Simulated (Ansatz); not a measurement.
# Several solutions for singlet CO₂

```yaml
atoms:
  - { symbol: O, position_ang: [0.0000, 0.0000, -3.4800] }
  - { symbol: C, position_ang: [0.0000, 0.0000, 0.0000] }
  - { symbol: O, position_ang: [0.0000, 0.0000, 3.4800] }
```

Basis set: def2-SVP (spherical functions). Charge 0, multiplicity 1.

UHF was run from several starts with Ansatz (development build ahead of 0.2.0).

| run | program | start | converged | energy (hartree) | <S²> |
| --- | --- | --- | --- | --- | --- |
| A | Ansatz | stability test followed | yes | -186.98664 | 3.02 |
| B | Ansatz | atomic start, no search | yes | -186.74193 | 0.00 |
| C | Ansatz | search for the lowest state | yes | -187.06232 | 3.02 |

(1) Which runs reached the lowest solution of this kind, and what is wrong with the others?

## Answers

(1) C reached the lowest solution found. Converged but too high: A by 2.06 eV, B by 8.72 eV. Convergence only shows a stationary point, and even a stable one can lie too high; stability tests and further starts are what find lower ones. Caution: the unrestricted determinant is a mixture of spin states.
